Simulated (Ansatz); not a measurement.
A made-up structure of CH₆BSi (charge -1), closed shell:

```json
{"atom": "B1", "x (Å)": "-0.4078", "y (Å)": "0.1880", "z (Å)": "-0.7536"}
{"atom": "C2", "x (Å)": "0.7364", "y (Å)": "-0.6340", "z (Å)": "0.0058"}
{"atom": "Si3", "x (Å)": "-0.4234", "y (Å)": "-0.2094", "z (Å)": "1.4719"}
{"atom": "H4", "x (Å)": "-1.1791", "y (Å)": "-0.4466", "z (Å)": "-1.4500"}
{"atom": "H5", "x (Å)": "-0.6218", "y (Å)": "-1.0816", "z (Å)": "2.5748"}
{"atom": "H6", "x (Å)": "1.7217", "y (Å)": "-0.1711", "z (Å)": "0.0402"}
{"atom": "H7", "x (Å)": "0.8099", "y (Å)": "-1.7002", "z (Å)": "-0.2078"}
{"atom": "H8", "x (Å)": "0.1918", "y (Å)": "1.1631", "z (Å)": "1.8078"}
{"atom": "H9", "x (Å)": "-1.3257", "y (Å)": "0.5152", "z (Å)": "0.2498"}
```

It is relaxed with PBE-D4/def2-SVPD and then PBE0-D4/def2-TZVPD (Ansatz 0.2.0). Atoms count as bonded within 1.22 times the sum of their covalent radii (H–H: 0.88 Å). The end point is not checked to be a true minimum.

Problem. Does its bonding change? (A judgement: the text doesn't fix the answer.)

Solution. The calculation gives: Yes. Formed: none; broken: Si3–H9.

Where it ends: The first stage lowers the energy by 2.53 eV in 13 steps. It ends as CH₆BSi ([BH2]1[CH2][SiH2]1), total charge -1:
```xyz
9
angstrom
B -0.6780 0.0039 -0.5169
C 0.7256 -0.5402 0.0364
Si -0.4439 -0.1615 1.5007
H -1.4657 -0.7881 -0.9923
H -0.6574 -1.3944 2.3397
H 1.6076 0.0965 -0.0361
H 0.9791 -1.5915 -0.1015
H 0.1793 0.8506 2.4264
H -0.7448 1.1481 -0.9173
```

Labels in which every atom is bracketed show which atoms are joined, not bond orders.

For scale, one of the runs: PBE0-D4/def2-TZVPD relaxation, 171 basis functions, launched by `ansatz run in.yaml --threads 2 --pin off --events-out ev --progress --plain --max-ram 4352MiB`. Hardware: 2 CPU threads of an Intel Xeon, shared host. Wall time about 25 s.
